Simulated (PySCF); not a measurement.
**NMR parameters of [BMeH3]-**

[BMeH3]-, [CH6B]-, point group C3v.

Bonds: B1-C2 1.646 Å. B1 carries H6, H7, H8; C2 carries H3, H4, H5.

Total charge -1.

GIAO calculations in PySCF on the PBE0-D3(BJ)/def2-SVP structure: isolated species, non-relativistic, equivalent atoms averaged; basis pcSseg-1.

(1) Give the isotropic shieldings (ppm) with KT2, PBE0.

(2) And the chemical shifts, against references computed in the same way?

(3) Which part of the shielding of C2 depends on the functional?

(4) What couplings does B3LYP/pcJ-1 give?

## Answers

(1) 
| atoms | environment | KT2 | PBE0 |
| --- | --- | --- | --- |
| C2 | carbon bonded to B, 3 H | 178.9 | 180.2 |
| B1 | boron bonded to C, 3 H | 136.7 | 137.8 |
| H6/H7/H8 | hydrogen on a boron bonded to C | 30.29 | 30.46 |
| H3/H4/H5 | hydrogen on a carbon bonded to B | 31.65 | 31.80 |
| HOMO–LUMO gap (eV) | – | 6.23 | 8.34 |

(2) 
| atoms | nucleus, reference | KT2 | PBE0 |
| --- | --- | --- | --- |
| C2 | ¹³C, TMS | 4.3 | 4.2 |
| B1 | ¹¹B, BF3·OEt2 | -36.8 | -37.1 |
| H6/H7/H8 | ¹H, TMS | 0.89 | 0.81 |
| H3/H4/H5 | ¹H, TMS | -0.48 | -0.54 |

(3) Diamagnetic: KT2 245, PBE0 245 ppm; paramagnetic: KT2 -66, PBE0 -64 ppm. The diamagnetic part, set mainly by inner electrons, hardly moves; the paramagnetic part goes with low-lying magnetically allowed excitations and carries the spread.

(4) ¹J(C2,H3) = 115.9, ¹J(B1,H6) = 87.4, ¹J(B1,C2) = 45.7, ²J(H3,H4) = -12.1, ²J(H6,H7) = -9.4, ²J(B1,H3) = -4.5, ³J(H3,H6) = 7.3 Hz (averaged over equivalent pairs; isotopes ¹³C, ¹H, ¹¹B).
